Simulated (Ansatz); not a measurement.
# Al₂H (doublet): wave-function methods side by side, def2-TZVPP

An exercise on one series of results from a longer session: the logs are not shown, and one member is left open.

Computed with Ansatz 0.2.0, Gaussian basis. Level: def2-TZVPP, core rule «outside noble gas», up to 10 orbitals frozen.

The runs, in order: UHF; ROHF; CCSD(T) on UHF.

2 further runs of the same task are left out: 2 set aside as unsound or not needed.

## The system

The geometry is a PBE0/def2-TZVP stationary point (not a proven minimum).

3 atoms, charge 0, spin multiplicity 2.

Atoms are counted from 1 here; the program's logs count them from 0.

Bond lengths: Al1–Al2 2.677 Å, Al1–H3 1.619 Å. Angles: Al2–Al1–H3 180.0°.

Set-up of the first run:

Input file in.yaml:

```yaml
crystal:
  periodic: [false, false, false]
  atoms:
    - {symbol: Al, position_ang: [0.000000, 0.000000, 0.352569]}
    - {symbol: Al, position_ang: [0.000000, 0.000000, -2.324369]}
    - {symbol: H, position_ang: [0.000000, 0.000000, 1.971799]}
basis:
  gaussian: {orbitals: def2-TZVPP}
magnetization: {spin_polarized: true, initial_magnetization: 1}
hamiltonian: {xc: hf}
output: {orbitals: {seedname: orbitals}}
```

Started as:

```
> ansatz run in.yaml --threads 1 --pin off --events-out ev --progress --plain --max-ram 4096MiB --backend cpu
```

Steps of the session up to this table: UHF; ROHF; CCSD(T) on UHF.

One of the session's tables, all rows but one given; the rest of the session is left out.

| method | from UCCSD(T) (meV) |
| --- | --- |
| ROHF | +4182.6 |
| UHF | +4051.0 |
| UMP2 | ? |
| UCCSD | +170.7 |
| UCCSD(T) | 0 |

Estimate the missing values for UMP2.

**Answer.** from UCCSD(T) (meV): +1041.8. In the column «from UCCSD(T) (meV)» it lies between UCCSD (+170.7) and UHF (+4051.0).

With the free atoms at the same levels and basis (separate runs), the atomisation energy is 4.079 eV at UCCSD(T), 2.935 eV at ROHF.

Caveats from the session: Warnings: spin contamination; coupled cluster took another determinant than the lowest.
